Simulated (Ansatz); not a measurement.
One geometry of the cluster Na3H3, several levels of theory.

```yaml
crystal:
  periodic: [false, false, false]
  atoms:
    - {symbol: Na, position_ang: [-0.844439, 1.760280, -0.227031]}
    - {symbol: Na, position_ang: [-1.114140, -1.602241, 0.222722]}
    - {symbol: Na, position_ang: [1.959090, -0.157302, 0.005097]}
    - {symbol: H, position_ang: [-2.130327, 0.171121, -0.004631]}
    - {symbol: H, position_ang: [0.918100, -1.915111, 0.238455]}
    - {symbol: H, position_ang: [1.211717, 1.743262, -0.234613]}
basis:
  gaussian: {orbitals: def2-TZVPD, initial_orbitals: start.molden}
hamiltonian: {xc: pbe0, dispersion: d4}
scf: {omitted_lower_state_checks: [starts]}
output: {orbitals: {seedname: orbitals}}
```

The file start.molden holds the orbitals of an earlier run on this structure, at another level or in another basis.

```sh
$ ansatz run in.yaml --threads 4 --pin off --events-out ev --progress --plain --max-ram 3916MiB
```

Output, abridged:

```
Functional definition: PBE0
1143 factors; their error is unknown
mean field evaluation 1: about -13288.5141 eV, gradient 3.3e0 eV
mean field evaluation 2: about -13288.5328 eV, gradient 2.7e-2 eV
mean field evaluation 4: about -13288.6105 eV, gradient 1.3e-5 eV
mean field -13288.61052666 eV, -488.3474295110 hartree, gradient 2.6e-5 eV, S^2 0.000000; 0 other end points of the search recorded, 0 dependent functions left out
reference -13288.61057381 eV, -488.3474312437 hartree; 18, 18 occupied and 114, 114 virtual orbitals, 1143 factors
Total energy: -13288.73387055 eV, -488.3519623153 hartree
Checks for a lower state left out: starts
```

It took 1.2 s on 4 threads of Arm Neoverse V2 on a shared host.

As the first input, with `gaussian: {orbitals: def2-TZVPP, initial_orbitals: start.molden}`, `correlation: {method: ccsd_t}` and without the key `hamiltonian` (abridged; 15 s):

```
Functional definition: HF
mean field -13259.63626843 eV, -487.2826451605 hartree, gradient 2.2e-6 eV, S^2 0.000000
3 core orbitals not correlated: weight in the atoms' cores, before any rotation towards them, 1.000 or more for the frozen orbitals, at most 0.000 for the correlated occupied ones
second order -15.61930604 eV of doubles, -0.00000000 eV of singles
cycle   1  -16.31486699 eV  change   -7.0e-1 eV  update   7.2e-2
cycle   2  -16.64454676 eV  change   -3.3e-1 eV  update   2.2e-2
cycle   3  -16.67073453 eV  change   -2.6e-2 eV  update   7.8e-3
cycle   4  -16.66703049 eV  change    3.7e-3 eV  update   2.8e-3
cycle   5  -16.66744327 eV  change   -4.1e-4 eV  update   8.9e-4
cycle   6  -16.66777561 eV  change   -3.3e-4 eV  update   2.4e-4
cycle   7  -16.66779242 eV  change   -1.7e-5 eV  update   8.5e-5
cycle   8  -16.66777552 eV  change    1.7e-5 eV  update   3.1e-5
perturbative correction -0.20609983 eV, -0.0075740289 hartree
Total energy: -13276.51014378 eV, -487.9027486421 hartree
Checks for a lower state left out: starts
```

As the first input, with `gaussian: {orbitals: def2-TZVP, initial_orbitals: start.molden}`, `hamiltonian: {xc: {text: "exchange = 0.95*pbe_x + 0.05*exact_x\ncorrelation = pbe_c"}}` (abridged; 0.9 s):

```
Functional definition: unnamed
mean field -13287.54604329 eV, -488.3083104689 hartree, gradient 4.0e-5 eV, S^2 0.000000
Total energy: -13287.54610248 eV, -488.3083126438 hartree
Checks for a lower state left out: starts
```

First input, but with `gaussian: {orbitals: def2-TZVP, initial_orbitals: start.molden}`, `hamiltonian: {xc: {text: "exchange = 0.65*pbe_x + 0.35*exact_x\ncorrelation = pbe_c"}}` (abridged; 0.9 s):

```
Functional definition: unnamed
mean field -13289.13798193 eV, -488.3668131346 hartree, gradient 2.2e-5 eV, S^2 0.000000
Total energy: -13289.13802274 eV, -488.3668146344 hartree
Checks for a lower state left out: starts
```

The first input with `gaussian: {orbitals: def2-TZVP, initial_orbitals: start.molden}`, `hamiltonian: {xc: {text: "exchange = 0.90*pbe_x + 0.10*exact_x\ncorrelation = pbe_c"}}` (abridged; 0.9 s):

```
Functional definition: unnamed
mean field -13287.80129957 eV, -488.3176909639 hartree, gradient 1.7e-5 eV, S^2 0.000000
Total energy: -13287.80135569 eV, -488.3176930262 hartree
Checks for a lower state left out: starts
```

First input, but with `gaussian: {orbitals: def2-TZVP, initial_orbitals: start.molden}`, `hamiltonian: {xc: pbe, dispersion: d4}` (abridged; 0.85 s):

```
Functional definition: PBE
mean field -13287.29502260 eV, -488.2990856283 hartree, gradient 1.8e-5 eV, S^2 0.000000
Total energy: -13287.43746533 eV, -488.3043203023 hartree
Checks for a lower state left out: starts
```

First input, but with `correlation: {method: ccsd_t}` and without the key `hamiltonian` (abridged; 14 s):

```
Functional definition: HF
mean field -13259.61828069 eV, -487.2819841232 hartree, gradient 1.2e-6 eV, S^2 0.000000
3 core orbitals not correlated: weight in the atoms' cores, before any rotation towards them, 1.000 or more for the frozen orbitals, at most 0.000 for the correlated occupied ones
second order -15.39530443 eV of doubles, -0.00000000 eV of singles
cycle   1  -16.08774687 eV  change   -6.9e-1 eV  update   7.1e-2
cycle   2  -16.40730065 eV  change   -3.2e-1 eV  update   2.3e-2
cycle   3  -16.43381064 eV  change   -2.7e-2 eV  update   9.0e-3
cycle   4  -16.42895984 eV  change    4.9e-3 eV  update   3.3e-3
cycle   5  -16.42931564 eV  change   -3.6e-4 eV  update   9.2e-4
cycle   6  -16.42963751 eV  change   -3.2e-4 eV  update   2.7e-4
cycle   7  -16.42964820 eV  change   -1.1e-5 eV  update   1.0e-4
cycle   8  -16.42962875 eV  change    1.9e-5 eV  update   3.8e-5
cycle   9  -16.42962899 eV  change   -2.4e-7 eV  update   1.1e-5
perturbative correction -0.20660100 eV, -0.0075924469 hartree
Total energy: -13276.25451069 eV, -487.8933542992 hartree
Checks for a lower state left out: starts
```

Geometry: PBE0-D4/def2-TZVP.

Correlated methods freeze 3 core orbitals; core or outer-core shells of Na are correlated, in sets that lack core-valence functions. The structure comes from a short search, and lower isomers may exist.
